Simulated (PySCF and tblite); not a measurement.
Values are calculated unless marked as measured or tabulated.
Stationary points of C3H3FS at GFN2-xTB, in Å:

Structure A

```
 1 C    -1.107    0.532    0.260
 2 C    -0.052   -0.275    0.383
 3 F     0.001   -1.144    1.417
 4 C     1.092   -0.343   -0.484
 5 S     1.300    0.581   -1.802
 6 H    -1.157    1.226   -0.558
 7 H    -1.917    0.504    0.967
 8 H     1.848   -1.072   -0.208
```

Structure B

```
 1 C    -1.214    0.344    0.229
 2 C     0.006   -0.110    0.440
 3 F     0.421   -0.402    1.694
 4 C     1.041   -0.343   -0.587
 5 S     2.176    0.739   -0.961
 6 H    -1.547    0.579   -0.764
 7 H    -1.897    0.498    1.044
 8 H     1.013   -1.304   -1.095
```

Structure C

```
 1 C    -1.259    0.100    0.240
 2 C     0.066    0.093    0.408
 3 F     0.569    0.345    1.629
 4 C     1.028   -0.168   -0.628
 5 S     2.639   -0.178   -0.420
 6 H    -1.695   -0.098   -0.720
 7 H    -1.919    0.303    1.065
 8 H     0.605   -0.368   -1.607
```

Geometries: GFN2-xTB; energies: B3LYP/pcSseg-1 + D3(BJ); zero-point and thermal terms from GFN2-xTB harmonic modes (soft modes blended into free rotors).

Task: Which structure is a saddle point, and along which motion?

Result: B: one imaginary mode (146i cm⁻¹ at GFN2-xTB, mostly on H8, C4, F3), along the rotation about the C2–C4 bond (torsion C1–C2–C4–S5 from 0° to 180°, rising).

Task: Give their symmetry and energies above the lowest.

Result: A Cs, 1.2 kcal/mol; B C1, 10.5 kcal/mol; C Cs, 0.0 kcal/mol.
